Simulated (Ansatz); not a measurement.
# AlNHCl (singlet): wave-function methods side by side at a displaced geometry (v1), cc-pVDZ

How much of the correlation energy of AlNHCl (singlet) does each wave-function method recover here?

Method: cc-pVDZ, core rule «outside noble gas», up to 11 orbitals frozen; program: Ansatz 0.2.0, Gaussian basis.

To be run: UHF; CCSD(T) on RHF; CCSD(T) on UHF; BCCD(T) on RHF; CISD; CCSDT(Q) on RHF.

16 further runs of the same task are left out: 6 that didn't finish, 10 set aside as unsound or not needed.

## (1) What is computed

The geometry is a PBE0/def2-TZVP stationary point (not a proven minimum) with its atoms shifted at random (size 0.040 Å).

4 atoms, charge 0, spin multiplicity 1.

Atoms are counted from 1 here; the program's logs count them from 0.

Bond lengths: Cl1–Al2 2.076 Å, Al2–N3 1.688 Å, N3–H4 0.953 Å. Angles: Cl1–Al2–N3 164.1°, Al2–N3–H4 133.1°.

Geometry (Å):

```xyz
4
AlClHN
Cl    0.00232   -0.11491    2.57244
Al    0.00147    0.06560    0.50442
N     0.04945   -0.25064   -1.15276
H    -0.05324    0.29994   -1.92409
```

In the tables R marks a restricted determinant and U an unrestricted one; energies count from the table's Hartree-Fock row.

## (2) UHF

The input, in.yaml:

```yaml
crystal:
  periodic: [false, false, false]
  atoms:
    - {symbol: Cl, position_ang: [0.002323, -0.114908, 2.572436]}
    - {symbol: Al, position_ang: [0.001469, 0.065604, 0.504417]}
    - {symbol: N, position_ang: [0.049448, -0.250637, -1.152764]}
    - {symbol: H, position_ang: [-0.053240, 0.299941, -1.924089]}
basis:
  gaussian: {orbitals: cc-pVDZ}
magnetization: {spin_polarized: true, initial_magnetization: 0}
hamiltonian: {xc: hf}
output: {orbitals: {seedname: orbitals}}
```

Run with:

```
$ ansatz run in.yaml --threads 1 --pin off --events-out ev --progress --plain --max-ram 2393MiB
```

Log:

```text
Functional definition: HF
  name "HF"
  cite "Fock, Z. Phys. 61, 126 (1930) doi:10.1007/BF01340294"
  parent pbe
  exchange = exact_x
  correlation = 0
556 factors; integrals over basis functions are off by at most 7.3e-4 eV
mean field evaluation 1: about -20578.9542 eV, gradient 3.2e1 eV
mean field evaluation 2: about -20578.9569 eV, gradient 3.2e1 eV
mean field evaluation 4: about -20584.0181 eV, gradient 2.4e0 eV
mean field evaluation 8: about -20584.0746 eV, gradient 1.2e-3 eV
mean field evaluation 16: about -20584.2082 eV, gradient 2.9e-1 eV
mean field evaluation 32: about -20584.2108 eV, gradient 2.0e-2 eV
mean field evaluation 64: about -20584.0792 eV, gradient 6.7e-1 eV
mean field evaluation 96: about -20583.7461 eV, gradient 2.4e0 eV
mean field evaluation 128: about -20579.5135 eV, gradient 6.6e0 eV
mean field evaluation 160: about -20583.1169 eV, gradient 3.3e-1 eV
mean field evaluation 192: about -20580.4792 eV, gradient 8.3e-1 eV
mean field -20584.21085291 eV, -756.4557963651 hartree, gradient 2.1e-5 eV, S^2 0.516773; 4 other end points of the search recorded, 0 dependent functions left out
reference -20584.21085291 eV, -756.4557963651 hartree; 19, 19 occupied and 36, 36 virtual orbitals, 556 factors
Total energy: -20584.21085291 eV, -756.4557963651 hartree
```

Wall time 2.2 s (1 thread of Arm Neoverse V2, shared host).

From the report: ⟨S²⟩ of the determinant 0.517 (pure singlet: 0.00). The determinant is far from a pure spin state, so its energy mixes those of several spin states (harmless only where they are near-degenerate, as at dissociation).

The unrestricted solution breaks the spin symmetry, so the restricted determinant is unstable here.

## (3) CCSD(T) on RHF

in.yaml: that of step 2 with these lines changed.

```diff
@@ -9,4 +9,3 @@
   gaussian: {orbitals: cc-pVDZ}
-magnetization: {spin_polarized: true, initial_magnetization: 0}
-hamiltonian: {xc: hf}
-output: {orbitals: {seedname: orbitals}}
+magnetization: {spin_polarized: false}
+correlation: {method: ccsd_t, electrons: outside_noble_gas}
```

Launched as before.

Log, cut to the lines that bear on the results:

```text
Functional definition: HF
  name "HF"
  cite "Fock, Z. Phys. 61, 126 (1930) doi:10.1007/BF01340294"
  parent pbe
[...]
556 factors; integrals over basis functions are off by at most 7.3e-4 eV
[...]
mean field -20584.07461429 eV, -756.4507896881 hartree, gradient 1.4e-6 eV, S^2 0.000000; 0 other end points of the search recorded, 0 dependent functions left out; unrestricted orbitals would lower it
11 core orbitals not correlated: weight in the atoms' cores, before any rotation towards them, 1.000 or more for the frozen orbitals, at most 0.000 for the correlated occupied ones
reference -20584.07461429 eV, -756.4507896881 hartree; 8, 8 occupied and 36, 36 virtual orbitals, 556 factors
second order -10.13512533 eV of doubles, -0.00000000 eV of singles
cycle   1  -10.13601643 eV  change   -8.9e-4 eV  update   1.3e-1
[...]
cycle  13  -10.57246226 eV  change   -4.9e-6 eV  update   3.3e-6
perturbative correction -0.39693397 eV, -0.0145870543 hartree
Total energy: -20595.04401051 eV, -756.8539075640 hartree
```

It took 0.87 s on 1 thread of Arm Neoverse V2, shared host.

From the report: correlation -10.9694 eV; T1 0.025; largest double amplitude 0.08.

## (4) CCSD(T) on UHF

in.yaml: that of step 3 with these lines changed.

```diff
@@ -9,3 +9,3 @@
   gaussian: {orbitals: cc-pVDZ}
-magnetization: {spin_polarized: false}
+magnetization: {spin_polarized: true, initial_magnetization: 0}
 correlation: {method: ccsd_t, electrons: outside_noble_gas}
```

Same command.

Log, cut to the lines that bear on the results:

```text
Functional definition: HF
  name "HF"
  cite "Fock, Z. Phys. 61, 126 (1930) doi:10.1007/BF01340294"
  parent pbe
[...]
556 factors; integrals over basis functions are off by at most 7.3e-4 eV
[...]
mean field -20584.21085291 eV, -756.4557963651 hartree, gradient 2.8e-6 eV, S^2 0.516773; 16 other end points of the search recorded, 0 dependent functions left out
determinant -20584.21085291 eV, -756.4557963651 hartree, with singles and doubles -20594.58339784 eV, -756.8369803607 hartree
determinant -20583.10432398 eV, -756.4151321769 hartree, with singles and doubles -20592.32511844 eV, -756.7539901232 hartree
determinant -20581.59687481 eV, -756.3597344420 hartree, with singles and doubles -20591.51917055 eV, -756.7243720848 hartree
determinant -20580.91590120 eV, -756.3347091233 hartree, with singles and doubles -20590.24111301 eV, -756.6774043365 hartree
determinant -20584.07461429 eV, -756.4507896881 hartree, with singles and doubles -20594.64654301 eV, -756.8393009028 hartree
11 core orbitals not correlated: weight in the atoms' cores, before any rotation towards them, 1.000 or more for the frozen orbitals, at most 0.000 for the correlated occupied ones
reference -20584.21085291 eV, -756.4557963651 hartree; 8, 8 occupied and 36, 36 virtual orbitals, 556 factors
second order -9.19479557 eV of doubles, -0.00000000 eV of singles
cycle   1  -10.38206859 eV  change   -9.5e-3 eV  update   7.8e-3
[...]
cycle  11  -10.41936575 eV  change   -1.6e-5 eV  update   6.3e-6
perturbative correction -0.35102857 eV, -0.0129000620 hartree
Total energy: -20594.98124723 eV, -756.8516010559 hartree
```

Run time: 7.5 s. Hardware: 1 thread of Arm Neoverse V2, shared host.

From the report: ⟨S²⟩ of the determinant 0.517 (pure singlet: 0.00); correlation -10.7704 eV; T1 0.081; largest double amplitude 0.07. The determinant is far from a pure spin state, so its energy mixes those of several spin states (harmless only where they are near-degenerate, as at dissociation).

## (5) BCCD(T) on RHF

in.yaml: that of step 4 with these lines changed.

```diff
@@ -9,3 +9,3 @@
   gaussian: {orbitals: cc-pVDZ}
-magnetization: {spin_polarized: true, initial_magnetization: 0}
-correlation: {method: ccsd_t, electrons: outside_noble_gas}
+magnetization: {spin_polarized: false}
+correlation: {method: bccd_t, electrons: outside_noble_gas}
```

The command is unchanged.

Log, cut to the lines that bear on the results:

```text
Functional definition: HF
  name "HF"
  cite "Fock, Z. Phys. 61, 126 (1930) doi:10.1007/BF01340294"
  parent pbe
[...]
556 factors; integrals over basis functions are off by at most 7.3e-4 eV
[...]
mean field -20584.07461429 eV, -756.4507896881 hartree, gradient 1.4e-6 eV, S^2 0.000000; 0 other end points of the search recorded, 0 dependent functions left out; unrestricted orbitals would lower it
11 core orbitals not correlated: weight in the atoms' cores, before any rotation towards them, 1.000 or more for the frozen orbitals, at most 0.000 for the correlated occupied ones
reference -20584.07461429 eV, -756.4507896881 hartree; 8, 8 occupied and 36, 36 virtual orbitals, 556 factors
second order -10.13512533 eV of doubles, -0.00000000 eV of singles
cycle   1  -10.11978441 eV  change    1.5e-2 eV  update   1.3e-1
[...]
cycle  13  -10.52463815 eV  change    1.3e-6 eV  update   3.7e-6
perturbative correction -0.44178752 eV, -0.0162353918 hartree
Total energy: -20595.04103996 eV, -756.8537983982 hartree
```

It took 0.99 s on 1 thread of Arm Neoverse V2, shared host.

From the report: correlation -10.9664 eV; largest double amplitude 0.08.

## (6) CISD

in.yaml: that of step 5 with these lines changed.

```diff
@@ -9,3 +9,2 @@
   gaussian: {orbitals: cc-pVDZ}
-magnetization: {spin_polarized: false}
-correlation: {method: bccd_t, electrons: outside_noble_gas}
+correlation: {active_space: {ras: {orbitals: [8, 0, 36], electrons: 16, max_holes: 2, max_particles: 2}, fixed_orbitals: true}}
```

Same command.

Log:

```text
Functional definition: HF
  name "HF"
  cite "Fock, Z. Phys. 61, 126 (1930) doi:10.1007/BF01340294"
  parent pbe
  exchange = exact_x
  correlation = 0
556 factors; integrals over basis functions are off by at most 7.3e-4 eV
mean field evaluation 1: about -20578.9542 eV, gradient 4.5e1 eV
mean field evaluation 2: about -20578.9569 eV, gradient 4.5e1 eV
mean field evaluation 4: about -20584.0181 eV, gradient 3.5e0 eV
mean field evaluation 8: about -20584.0745 eV, gradient 8.6e-2 eV
mean field -20584.07461429 eV, -756.4507896881 hartree, gradient 1.4e-6 eV, S^2 0.000000; 0 other end points of the search recorded, 0 dependent functions left out
reference -20584.07461429 eV, -756.4507896881 hartree; 19, 19 occupied and 36, 36 virtual orbitals, 556 factors
state -20593.45995056 eV, -756.7956944347 hartree
Total energy: -20593.45995056 eV, -756.7956944347 hartree
```

Run time: 1.8 s. Hardware: 1 thread of Arm Neoverse V2, shared host.

From the report: 118,801 determinants.

## (7) CCSDT(Q) on RHF

in.yaml: that of step 6 with these lines changed.

```diff
@@ -9,2 +9,3 @@
   gaussian: {orbitals: cc-pVDZ}
-correlation: {active_space: {ras: {orbitals: [8, 0, 36], electrons: 16, max_holes: 2, max_particles: 2}, fixed_orbitals: true}}
+magnetization: {spin_polarized: false}
+correlation: {method: ccsdt_q, electrons: outside_noble_gas}
```

Launched as before.

Log, cut to the lines that bear on the results:

```text
Functional definition: HF
  name "HF"
  cite "Fock, Z. Phys. 61, 126 (1930) doi:10.1007/BF01340294"
  parent pbe
[...]
1027 factors; integrals over basis functions are off by at most 2.1e-7 eV
[...]
mean field -20584.07474579 eV, -756.4507945207 hartree, gradient 1.4e-6 eV, S^2 0.000000; 0 other end points of the search recorded, 0 dependent functions left out; unrestricted orbitals would lower it
11 core orbitals not correlated: weight in the atoms' cores, before any rotation towards them, 1.000 or more for the frozen orbitals, at most 0.000 for the correlated occupied ones
reference -20584.07474579 eV, -756.4507945207 hartree; 8, 8 occupied and 36, 36 virtual orbitals, 1027 factors
second order -10.13514803 eV of doubles, -0.00000000 eV of singles
cycle   1  -10.13602154 eV  change   -8.7e-4 eV  update   1.5e-1
[...]
cycle  17  -10.99283106 eV  change    1.1e-6 eV  update   1.5e-6
perturbative correction -0.05429718 eV, -0.0019953845 hartree
Total energy: -20595.12187403 eV, -756.8567689955 hartree
```

Wall time 37 s (1 thread of Arm Neoverse V2, shared host); peak memory 0.51 GiB.

From the report: correlation -11.0471 eV; T1 0.026; largest double amplitude 0.10.

## (8) Misses and costs

No level here is safe as a reference; RCCSDT(Q) serves as a yardstick only. Rows without a time come out of other runs: HF, MP2 and CCSD of CCSD(T), CCSDT of CCSDT(Q).

Differences are taken before rounding.

```csv
method,energy from the lowest RHF (kcal/mol),from RCCSDT(Q) (kcal/mol),time
RHF,0.00,+254.76,
UHF,-3.14,+251.61,
RMP2,-233.72,+21.03,
UMP2,-215.18,+39.58,
CISD,-216.43,+38.32,1.8 s
RCCSD,-243.81,+10.95,
UCCSD,-243.42,+11.34,
RCCSD(T),-252.96,+1.80,0.87 s
UCCSD(T),-251.51,+3.24,7.5 s
BCCD(T),-252.89,+1.86,0.99 s
RCCSDT,-253.50,+1.25,
RCCSDT(Q),-254.76,0,37 s
```

Among the levels timed on like hardware and quicker than the yardstick, those that no quicker one beats, quickest first: RCCSD(T) (0.87 s, +1.80 kcal/mol).

## (9) Summary of results

| quantity | value |
| --- | --- |
| RCCSDT(Q) below the RHF energy | -11.0473 eV |
| RMP2 from RCCSDT(Q) | +21.03 kcal/mol |
| UMP2 from RCCSDT(Q) | +39.58 kcal/mol |
| RCCSD from RCCSDT(Q) | +10.95 kcal/mol |
| RCCSD(T) from RCCSDT(Q) | +1.80 kcal/mol |
| UCCSD(T) from RCCSDT(Q) | +3.24 kcal/mol |
| T1 diagnostic | 0.025 |

In words: RCCSD(T) misses by +1.80 kcal/mol, 0.7 % of the correlation energy. CCSD(T) misses by +1.80 kcal/mol on the restricted determinant and by +3.24 kcal/mol on the unrestricted one; the two need not hold the same state or core. Warnings: restricted reference is unstable; spin contamination; large T1 diagnostic.
